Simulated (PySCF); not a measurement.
# N2 (N2): the cost of one run

Computed with PySCF 2.14.0 and routines of our own; the level stands in each step. Atoms count from 0.

## (1) The system as given

2 atoms, charge 0, multiplicity 1; geometry from: GFN2-xTB.

## (2) Relaxing the molecule at CAM-B3LYP/def2-TZVP

What the job is given:

```
{"job": {"xc": "CAM-B3LYP", "basis": "def2-TZVP", "grid": 1, "kind": "geom"}, "charge": 0, "multiplicity": 1}
N      0.550487    -0.002118    -0.003770
N     -0.547730     0.003387    -0.010379
```

Run with:

```
OMP_NUM_THREADS=1 python excited_run.py task.json out
```

This one command runs all jobs of the session in turn.

**Question.** How long does this first job take on 1 thread of Arm Neoverse N1, shared host, and how much memory does it need?

About 2.4 s, with a peak of 0.26 GiB.
